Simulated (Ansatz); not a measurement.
# OF₂+ (doublet): a ladder of functionals and wavefunction methods

One table from this session's results is given with a row withheld; the runs are named, their logs left out.

Computed with Ansatz 0.2.0, Gaussian basis. Level: functionals in def2-TZVPP, the program's frozen cores in correlated methods.

Levels to be run: LDA (SPW92), PBE-D4, revPBE-D4, BLYP-D4, r2SCAN-D4, B97M-V, PBE0-D4, B3LYP-D4, r2SCANh-D4, r2SCAN0-D4, HSE06-D4, BHLYP-D4, CAM-B3LYP-D4, LC-ωPBE, ωB97X-V, ωB97M-V, B2PLYP, PBE-QIDH; CCSD(T)/def2-SVP; CCSD(T)/def2-TZVPP; CCSD(T)/def2-QZVPP; extrapolation to the limit; RPA on PBE.

## Structure used throughout

All runs share one geometry, relaxed beforehand with PBE0-D4 in a triple-zeta def2 set.

SMILES `F[O+]F`, 3 atoms, charge 1, spin multiplicity 2.

Atoms are counted from 1 here; the program's logs count them from 0.

Bond lengths: F1–O2 1.297 Å, O2–F3 1.297 Å. Angles: F1–O2–F3 108.0°.

The first run:

Contents of in.yaml:

```yaml
crystal:
  periodic: [false, false, false]
  atoms:
    - {symbol: F, position_ang: [0.920155, -0.309029, 0.473381]}
    - {symbol: O, position_ang: [0.000640, 0.505250, 0.055678]}
    - {symbol: F, position_ang: [-0.920794, -0.196210, -0.529070]}
basis:
  gaussian: {orbitals: def2-TZVPP}
total_charge: 1
magnetization: {spin_polarized: true, initial_magnetization: 1}
hamiltonian: {xc: lda}
output: {orbitals: {seedname: orbitals}}
```

The run is started by

```bash
$ ansatz run in.yaml --threads 4 --pin off --events-out ev --progress --plain --max-ram 10444MiB
```

Steps of the session up to this table: LDA; PBE-D4 (GGA); revPBE-D4 (GGA); BLYP-D4 (GGA); r2SCAN-D4 (meta-GGA); B97M-V (meta-GGA); PBE0-D4 (hybrid); B3LYP-D4 (hybrid); r2SCANh-D4 (hybrid); r2SCAN0-D4 (hybrid); HSE06-D4 (hybrid); BHLYP-D4 (hybrid); CAM-B3LYP-D4 (range-separated); LC-ωPBE (range-separated); ωB97X-V (range-separated); ωB97M-V (range-separated); B2PLYP (double hybrid); PBE-QIDH (double hybrid).

One of the session's tables, all rows but one given; the rest of the session is left out.

It belongs to the step «Frontier levels by functional». Levels are read from the orbital files that the runs wrote (highest filled and lowest empty over both spins):

```
  functional  HOMO (eV)  LUMO (eV)  gap (eV)
 LDA (SPW92)     -18.93     -17.55      1.37
      PBE-D4     -18.84     -17.15      1.69
   revPBE-D4     -18.77     -17.03      1.74
     BLYP-D4     -18.85     -17.14      1.71
   r2SCAN-D4     -19.62     -17.03      2.59
      B97M-V     -19.73     -17.17      2.56
     PBE0-D4     -21.48     -15.98      5.50
    B3LYP-D4     -21.11     -16.43      4.69
  r2SCANh-D4     -20.59     -16.55      4.04
  r2SCAN0-D4     -22.05     -15.77      6.27
    HSE06-D4     -21.06     -16.38      4.68
    BHLYP-D4     -24.11     -14.58      9.53
CAM-B3LYP-D4          ?          ?         ?
     LC-ωPBE     -24.26     -13.36     10.90
     ωB97X-V     -23.96     -13.49     10.47
     ωB97M-V     -23.84     -13.56     10.28
```

Q: Estimate the row for CAM-B3LYP-D4 from the others.

As computed: HOMO (eV): -23.11; LUMO (eV): -14.80; gap (eV): 8.31. In the column «HOMO (eV)» it lies between ωB97M-V (-23.84) and r2SCAN0-D4 (-22.05).
